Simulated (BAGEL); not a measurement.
# BNH4 (BH2(NH2)): PBE0/def2-TZVPP (density fitting with qzvpp-jkfit)

Aim: the energy change on altering one bond length of BNH4 (BH2(NH2)) at PBE0/def2-TZVPP (density fitting with qzvpp-jkfit), from 2 runs. 

Program for the calculation: BAGEL 1.2.2.

1 further run of the same task is left out (it didn't finish).

**1. The molecule**

BNH4 has 6 atoms, charge 0, and is taken as a singlet. As SMILES, `[H]B([H])N`. Geometry: relaxed at GFN2-xTB.

Bond lengths: B1–N4 1.378 Å, B1–H2 1.171 Å, B1–H3 1.171 Å, N4–H5 1.007 Å, N4–H6 1.007 Å. Angles: B1–N4–H5 123.8°, B1–N4–H6 123.7°, H2–B1–N4 118.8°, H3–B1–N4 119.0°, H5–N4–H6 112.5°, H2–B1–H3 122.1°.

**2. The energy at PBE0/def2-TZVPP (density fitting with qzvpp-jkfit)**

File calc.json:

```json
{ "bagel" : [

{
  "title" : "molecule",
  "basis" : "tzvpp",
  "df_basis" : "qzvpp-jkfit",
  "angstrom" : true,
  "geometry" : [
    { "atom" : "B", "xyz" : [       0.341950,       0.595150,       0.003650 ] },
    { "atom" : "H", "xyz" : [       1.330110,       0.674300,       0.627440 ] },
    { "atom" : "H", "xyz" : [      -0.078600,       1.496820,      -0.614110 ] },
    { "atom" : "N", "xyz" : [      -0.345390,      -0.598720,      -0.003870 ] },
    { "atom" : "H", "xyz" : [      -1.199300,      -0.750580,      -0.515060 ] },
    { "atom" : "H", "xyz" : [      -0.048780,      -1.416960,       0.501960 ] }
  ]
},

{ "title" : "ks", "xc_func" : "pbe0" },

{ "title" : "print", "file" : "orbitals.molden", "orbitals" : true }

]}
```

Started as:

```
$ BAGEL_NUM_THREADS=1 BAGEL calc.json > calc.out
```

Output:

```text
* using 1 threads per process

  ===============================================================
  ===============================================================

  *** Geometry ***

  { "atom" : "B", "xyz" : [      0.646192,      1.124671,      0.006898 ] },
  { "atom" : "H", "xyz" : [      2.513544,      1.274242,      1.185690 ] },
  { "atom" : "H", "xyz" : [     -0.148532,      2.828580,     -1.160500 ] },
  { "atom" : "N", "xyz" : [     -0.652693,     -1.131417,     -0.007313 ] },
  { "atom" : "H", "xyz" : [     -2.266349,     -1.418391,     -0.973322 ] },
  { "atom" : "H", "xyz" : [     -0.092181,     -2.677666,      0.948567 ] },

  Number of auxiliary basis functions:      224

  Since a DF basis is specified, we compute 2- and 3-index integrals:
    o Being stored without compression. Storage requirement is 0.025 GB

  Number of basis functions:      118
  Number of electrons      :       16

    * METHOD: MOLECULE                             0.08

  *** Kohn-Sham DFT ***

    * Removing 9080 points whose weight is below 1.00e-10
    * Grid points: 80356

  === Nuclear Repulsion ===
    32.5354765644

       - DIIS with orbital gradients will be used.

  === KS iteration (pbe0 / tzvpp) ===
      0        -62.07853412          0.15038502           0.23
      1        -64.46617174          0.09909516           0.23
      2        -65.50301251          0.14161422           0.23
      3        -78.91889647          0.09390099           0.23
      4        -80.77418744          0.06151037           0.23
      5        -80.91143741          0.05890969           0.23
      6        -81.15680603          0.05156787           0.23
      7        -81.94002159          0.00904742           0.23
      8        -81.96112208          0.00323913           0.23
      9        -81.96435413          0.00027672           0.23
     10        -81.96437453          0.00004069           0.23
     11        -81.96437490          0.00001207           0.23
     12        -81.96437493          0.00000302           0.23
     13        -81.96437493          0.00000088           0.23
     14        -81.96437493          0.00000014           0.23
     15        -81.96437493          0.00000007           0.23
     16        -81.96437493          0.00000001           0.23
    * SCF iteration converged.

    * Permanent dipole moment:
           (    0.385694,     0.669046,     0.004167) a.u.

    * METHOD: KS                                   4.31

    * METHOD: PRINT                                0.02

  ===============================================================
```

Wall time 4.8 s (1 thread of Arm Neoverse V2, shared host); peak memory 0.42 GiB.

**3. The distorted shape**

File job.json:

```json
{ "bagel": [

{
  "title": "molecule",
  "basis": "tzvpp",
  "df_basis": "qzvpp-jkfit",
  "angstrom": true,
  "geometry": [
    { "atom": "B", "xyz": [       0.045529,       0.571407,      -0.183470 ] },
    { "atom": "H", "xyz": [       1.330110,       0.674300,       0.627440 ] },
    { "atom": "H", "xyz": [      -0.375021,       1.473077,      -0.801230 ] },
    { "atom": "N", "xyz": [      -0.641811,      -0.622463,      -0.190990 ] },
    { "atom": "H", "xyz": [      -1.495721,      -0.774323,      -0.702180 ] },
    { "atom": "H", "xyz": [      -0.345201,      -1.440703,       0.314840 ] }
  ]
},

{
  "title": "ks",
  "xc_func": "pbe0"
},

{
  "title": "print",
  "file": "orbitals.molden",
  "orbitals": true
}

]}
```

Started as:

```
$ BAGEL_NUM_THREADS=1 BAGEL job.json > job.out
```

Output:

```text
* using 1 threads per process

  ===============================================================
  ===============================================================

  *** Geometry ***

  { "atom" : "B", "xyz" : [      0.086037,      1.079803,     -0.346708 ] },
  { "atom" : "H", "xyz" : [      2.513544,      1.274242,      1.185690 ] },
  { "atom" : "H", "xyz" : [     -0.708687,      2.783712,     -1.514105 ] },
  { "atom" : "N", "xyz" : [     -1.212847,     -1.176285,     -0.360919 ] },
  { "atom" : "H", "xyz" : [     -2.826503,     -1.463258,     -1.326928 ] },
  { "atom" : "H", "xyz" : [     -0.652335,     -2.722534,      0.594961 ] },

  Number of auxiliary basis functions:      224

  Since a DF basis is specified, we compute 2- and 3-index integrals:
    o Being stored without compression. Storage requirement is 0.025 GB

  Number of basis functions:      118
  Number of electrons      :       16

    * METHOD: MOLECULE                             0.08

  *** Kohn-Sham DFT ***

    * Removing 8724 points whose weight is below 1.00e-10
    * Grid points: 80712

  === Nuclear Repulsion ===
    31.7446674700

       - DIIS with orbital gradients will be used.

  === KS iteration (pbe0 / tzvpp) ===
      0        -62.01572356          0.14970986           0.24
      1        -63.79541175          0.08708546           0.24
      2        -65.67470199          0.14144573           0.24
      3        -76.06875371          0.11457097           0.24
      4        -78.34831618          0.09413582           0.23
      5        -78.74654979          0.09216543           0.24
      6        -77.48861166          0.10308166           0.24
      7        -71.04985421          0.13586814           0.24
      8        -81.62433140          0.02921401           0.24
      9        -81.86523938          0.01567429           0.24
     10        -81.92577831          0.00564934           0.24
     11        -81.93650397          0.00107716           0.24
     12        -81.93682607          0.00042718           0.24
     13        -81.93689216          0.00006655           0.24
     14        -81.93689327          0.00001528           0.23
     15        -81.93689332          0.00000435           0.24
     16        -81.93689333          0.00000072           0.23
     17        -81.93689333          0.00000029           0.23
     18        -81.93689333          0.00000004           0.23
     19        -81.93689333          0.00000002           0.24
     20        -81.93689333          0.00000000           0.24
    * SCF iteration converged.

    * Permanent dipole moment:
           (    0.590997,     0.707166,     0.125861) a.u.

    * METHOD: KS                                   5.38

    * METHOD: PRINT                                0.02

  ===============================================================
```

Run time: 5.7 s. Hardware: 1 thread of Arm Neoverse V2, shared host; peak memory 0.42 GiB.

**4. What came out**

At PBE0/def2-TZVPP (density fitting with qzvpp-jkfit):

```
                                                         quantity         value
                                        first shape: total energy  -81.96437 Eh
                                       first shape: dipole moment        1.96 D
                                         first shape: HOMO energy      -8.70 eV
                                         first shape: LUMO energy       0.28 eV
                                       first shape: HOMO–LUMO gap       8.97 eV
                                    distorted shape: total energy  -81.93689 Eh
                                   distorted shape: dipole moment        2.36 D
                                     distorted shape: HOMO energy      -8.28 eV
                                     distorted shape: LUMO energy       0.13 eV
                                   distorted shape: HOMO–LUMO gap       8.41 eV
energy change with the B1–H2 bond stretched from 1.171 to 1.523 Å      0.748 eV
```

With the B1–H2 bond stretched from 1.171 to 1.523 Å the energy rises by 0.75 eV (17.2 kcal/mol). The first shape isn't relaxed at this level, so the change isn't measured from a minimum.
